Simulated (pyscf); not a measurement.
This saddle point was located with ωB97X-D3(BJ)/def2-SVP in PySCF.

```
Si
N 1 1.7416
H 2 1.0151 1 118.29
H 2 1.0157 3 110.98 1 164.06
O 1 1.9156 2 95.71 3 -153.67
H 5 0.9682 1 110.66 2 13.11
H 5 1.2512 6 111.15 1 72.58
H 7 1.0238 5 145.37 6 -111.63
```

Surface: singlet, charge 0. Lowest wavenumbers (cm⁻¹): 1422i, 247, 354, 420, 455.

### Question
Name the species on either side of this saddle.

### Answer
H₂N–SiH: [singlet] + water (H₂O) <-> H₂N–Si:–OH [singlet] + hydrogen (H₂), a four-centre exchange read from left to right: H–Si, H–O broken and O–Si, H–H formed. At ωB97M-D3(BJ)/def2-TZVP it lies +13.4 kcal/mol from the left side and +42.9 kcal/mol from the right (each side as separated species at their lowest minima found). On the reactant side the descent ends in a complex, 7.2 kcal/mol under the separated species and 20.6 kcal/mol under the saddle at ωB97X-D3(BJ)/def2-TZVP. At the saddle there is also a short H–Si contact that neither side keeps. The same reactants have a lower exit, to NH₃ + HO–SiH: [singlet] (barrier -0.4 kcal/mol at ωB97M-D3(BJ)/def2-TZVP, against +13.4 kcal/mol here). This is the saddle that the search found; another between the same sides may lie lower.
